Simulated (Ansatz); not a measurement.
**CHB (triplet): from Hartree-Fock to the top rungs, 6-31G**

Aim: climb from Hartree-Fock through coupled cluster and multireference methods for CHB (triplet) at one geometry and basis, and see what each rung misses.

Method: 6-31G, core rule «outside noble gas», up to 2 orbitals frozen; program: Ansatz 0.2.0, Gaussian basis.

The runs, in order: UHF; CCSD(T) on ROHF; CCSD(T) on UHF; BCCD(T) on ROHF; CISD; CCSDT(Q) on ROHF; CCSDT(Q) on UHF; CISDTQ; CCSDTQ on ROHF; CCSDTQ on UHF; CASSCF and MRCISD+Q, 8 electrons in 9 orbitals; CASSCF and NEVPT2, 8 electrons in 9 orbitals; Full CI.

25 further runs of the same task are left out: 1 for a mislabelled method, 7 that didn't finish, 17 set aside as unsound or not needed.

### Step 1. The geometry

The geometry is a PBE0/def2-TZVP stationary point (not a proven minimum).

3 atoms, charge 0, spin multiplicity 3.

Atoms are counted from 1 here; the program's logs count them from 0.

Bond lengths: B1–C2 1.449 Å, B1–H3 1.179 Å. Angles: C2–B1–H3 180.0°.

### Step 2. UHF

Input file in.yaml:

```yaml
crystal:
  periodic: [false, false, false]
  atoms:
    - {symbol: B, position_ang: [0.000000, 0.000000, 0.090069]}
    - {symbol: C, position_ang: [0.000000, 0.000000, -1.358850]}
    - {symbol: H, position_ang: [0.000000, 0.000000, 1.268781]}
basis:
  gaussian: {orbitals: 6-31G}
magnetization: {spin_polarized: true, initial_magnetization: 2}
hamiltonian: {xc: hf}
output: {orbitals: {seedname: orbitals}}
```

On the command line:

```
ansatz run in.yaml --threads 1 --pin off --events-out ev --progress --plain --max-ram 2393MiB
```

Further steps of the session: CCSD(T) on ROHF; CCSD(T) on UHF; BCCD(T) on ROHF; CISD; CCSDT(Q) on ROHF; CCSDT(Q) on UHF; CISDTQ; CCSDTQ on ROHF; CCSDTQ on UHF; CASSCF and MRCISD+Q, 8 electrons in 9 orbitals; CASSCF and NEVPT2, 8 electrons in 9 orbitals; Full CI.

**Question.** What will the summary of the whole plan be? Wanted: FCI below the RHF energy; RMP2 from FCI; UMP2 from FCI; RCCSD from FCI; RCCSD(T) from FCI; UCCSD(T) from FCI; RCCSDT(Q) from FCI; UCCSDT(Q) from FCI; NEVPT2 valence from FCI.

As calculated:

| quantity | value |
| --- | --- |
| FCI below the RHF energy | -3.4736 eV |
| RMP2 from FCI | +876.2 meV |
| UMP2 from FCI | +1138.9 meV |
| RCCSD from FCI | +159.0 meV |
| RCCSD(T) from FCI | +40.3 meV |
| UCCSD(T) from FCI | +48.1 meV |
| RCCSDT(Q) from FCI | +2.1 meV |
| UCCSDT(Q) from FCI | +0.5 meV |
| NEVPT2 valence from FCI | +279.3 meV |
| MRCISD+Q valence from FCI | +9.4 meV |
| levels within 1 kcal/mol (43 meV) | RCCSD(T), RCCSDT, UCCSDT, CISDTQ, RCCSDT(Q), UCCSDT(Q), RCCSDTQ, UCCSDTQ, MRCISD valence, MRCISD+Q valence |
| T1 diagnostic | 0.039 |
| effectively unpaired electrons | 2.13 |

**Reading.** RCCSD(T) lands +40.3 meV from the yardstick (1.2 % of the correlation energy). One determinant dominates. Of the multireference levels listed MRCISD+Q valence comes nearest in total energy (+9.4 meV), which doesn't show that its space is the better one. Coupled cluster took another determinant than the lowest Hartree-Fock one. These misses are within one basis, not against nature; the frozen cores of restricted and unrestricted runs differ, which can shift their rows.
